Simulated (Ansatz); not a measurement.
Structure optimisation: europium, bcc

These are results of DFT, LDA (PW92), plane waves (420 eV) with PAW, scalar-relativistic in Ansatz 0.2.0, not measurements. (PAW data from PBE, frozen cores regenerated.)

k-point mesh 7×7×7, Fermi-Dirac smearing 0.05 eV, starting moments 7.00, -7.00 μB. Cell and atoms relax.

Starting structure:

```
Eu
1.0
     4.55100    0.00000    0.00000
     0.00000    4.55100    0.00000
     0.00000    0.00000    4.55100
Eu
2
Direct
  0.00000 0.00000 0.00000
  0.50000 0.50000 0.50000
```

Task: What cell does the relaxation end in?

Result: Im-3m (spin ignored) with a = 4.114 Å; 34.81 Å³ per atom against 47.13 at the start (-26.1 %).

Task: How much energy does the relaxation gain?

Result: 158.1 meV per atom.

Path of the relaxation (the plane waves are chosen anew near the end, which can shift the energy a little):

```tsv
step	E − E(final) (meV/atom)	V (Å³/atom)	P (GPa)	max force (eV/Å)
0	158.12	47.129	-3.29	0.000
1	76.40	42.892	-2.65	0.000
2	1.60	36.739	-0.81	0.000
3	-4.26	34.576	0.24	0.000
4	-4.19	35.053	-0.01	0.000
5	0.11	35.053	-0.14	0.000
6	-0.13	34.807	-0.01	0.000
7	0.00	34.807	-0.01	0.000
```

Task: Which magnetic state does it end in?

Result: antiferromagnetic, largest moment 6.79 μB in the atomic sphere; moments 6.79, -6.79 μB.

Real europium orders as a helical antiferromagnet, which these cells can't hold.

The f occupation was not exhaustively searched.
